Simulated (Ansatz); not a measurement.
A basis-limit estimate, worked out

An elementary step of Si2H6O, closed shell (SiH₄O ([OH][SiH3]) + SiH₂ → Si₂H₆O ([SiH3][O][SiH3]); bonds formed: Si1–H2; dative contacts that become bonds: Si1–O3; bonds broken: H2–O3). “Start” is the structure reached by relaxing down from the saddle towards the reactants; PBE0-D4/def2-TZVP structures. The saddle:

Si1  (-0.762, -1.299, -1.047)
H2  (0.774, -0.728, -1.208)
O3  (0.258, 0.258, -0.706)
Si4  (0.664, 0.901, 0.784)
H5  (-1.963, -0.750, -1.752)
H6  (-1.290, -1.619, 0.322)
H7  (-0.599, 1.303, 1.449)
H8  (1.556, 2.063, 0.566)
H9  (1.363, -0.129, 1.593)
(Å)

Ansatz 0.2.0; basis: def2-TZVPP and def2-QZVPP; cores frozen in the correlated methods.

Energies in eV:

| quantity | saddle | start |
| --- | --- | --- |
| Hartree–Fock, triple zeta (X = 3) | -17856.14067 | -17857.53134 |
| Hartree–Fock, quadruple zeta (X = 4) | -17856.75506 | -17858.13418 |
| MP2 correlation, X = 3 | -14.14091 | -13.57867 |
| MP2 correlation, X = 4 | -15.18052 | -14.61503 |
| CCSD(T) correlation, X = 3 | -15.81311 | -15.35293 |

**Question.** Work out the barrier at the basis limit: extrapolate Hartree–Fock as E(X) = E∞ + A exp(−7.88 √X) and the MP2 correlation as E(X) = E∞ + B X^−2.97 (the exponents that Neese and Valeev fitted for def2-TZVPP and QZVPP), then add CCSD(T) − MP2 in triple zeta.

**Answer.** Each step is linear, so take the differences first (saddle − start): Hartree–Fock 1.39067 (X = 3) and 1.37912 (X = 4); MP2 correlation -0.56224 and -0.56549; CCSD(T) correlation -0.46018.
Two points give E∞ = E(4) + w [E(4) − E(3)], with w = 1/(exp(7.88 (2 − √3)) − 1) = 0.1377 for Hartree–Fock and w = 1/((4/3)^2.97 − 1) = 0.7407 for the correlation.
Hartree–Fock: 1.37912 + 0.1377 × (-0.01155) = 1.3775 eV.
MP2 correlation: -0.56549 + 0.7407 × (-0.00325) = -0.5679 eV.
CCSD(T) − MP2: -0.46018 − (-0.56224) = 0.1021 eV.
Sum: 1.3775 + (-0.5679) + 0.1021 = 0.9117 eV, or 21.02 kcal/mol. Plain CCSD(T) in triple zeta gives 0.9305 eV, so the larger basis shifts the result by -0.0188 eV.

No T1 diagnostic of these runs exceeds 0.015. The restricted Hartree–Fock reference is unstable towards an unrestricted one at one or more of these structures.

Losses and insertions of silylenes and their heavier kin drive the gas-phase chemistry of silicon and germanium vapour deposition.

Labels in which every atom is bracketed show which atoms are joined, not bond orders.

For scale, one of the runs: CCSD(T)/def2-TZVPP, 199 basis functions, launched by `ansatz run in.yaml --threads 2 --pin off --events-out ev --progress --plain --max-ram 4352MiB`. The run took 19 s on 2 CPU threads of an Intel Xeon 6975P-C (shared host), with 2.4 GiB of host memory at its peak.
